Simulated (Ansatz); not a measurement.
## BaNiS2: a prediction, then the measurements

The calculation used DFT PBEsol, scalar-relativistic, plane waves, PAW (Ansatz).

Plane waves to 420 eV, a k mesh through Γ of 8×8×4 on the computed 8-atom cell and Gaussian smearing (0.10 eV); no spin polarisation.

Relaxed structure, symmetry kept:

```
CELL_PARAMETERS angstrom
4.33751 0.00000 0.00000
0.00000 4.33751 0.00000
0.00000 0.00000 8.76240
ATOMIC_POSITIONS crystal
Ba 0.50000 0.00000 0.80014
Ba 0.00000 0.50000 0.19986
Ni 0.50000 0.00000 0.41310
Ni 0.00000 0.50000 0.58690
S 0.00000 0.00000 0.50000
S 0.50000 0.50000 0.50000
S 0.50000 0.00000 0.15498
S 0.00000 0.50000 0.84502
```

```json
{"Space group": "P4/nmm (No. 129)", "Volume per atom": "20.61 Å³", "Formation energy from the elements' standard states (uncorrected)": "-1.297 eV/atom", "Kohn–Sham band gap": "none (metal)", "Density of states at the Fermi level": "1.17 states/eV per cell", "Löwdin character within 0.5 eV of the Fermi level": "Ni 3d 49 %, S 3p 44 %, unprojected 4 %", "Bulk modulus": "68 GPa", "Its pressure derivative": "5.1", "Bader charges (e)": "Ba (2 in the cell) 1.38, Ni (2 in the cell) 0.42, S (2 in the cell) -0.66, S (2 in the cell) -1.14"}
```

Spin-orbit coupling is left out, which matters for the bands of heavy elements.

A ferromagnetic start lost its moments in a first run, so spin was left out; other magnetic orders weren't tried.

**The experiment to reproduce.**

“Anomalous metallic state in quasi-two-dimensional BaNiS2”, 2015, arxiv:1510.03458 reports, for a bulk crystal of BaNiS2: lattice constant a 4.4404 ± 0.0006 Å; lattice constant c 8.897 ± 0.002 Å.

Measured lattice constant a of BaNiS2: 4.4404 Å (the paper above). This calculation gives 4.338 Å (-2.3 %). Measured lattice constant c of BaNiS2: 8.897 Å (the paper above). This calculation gives 8.762 Å (-1.5 %). The calculation is for 0 K without zero-point motion.

Cost: 6 runs of about 28 core-minutes in all, on AMD EPYC 7R43 (Zen 3) (shared hosts).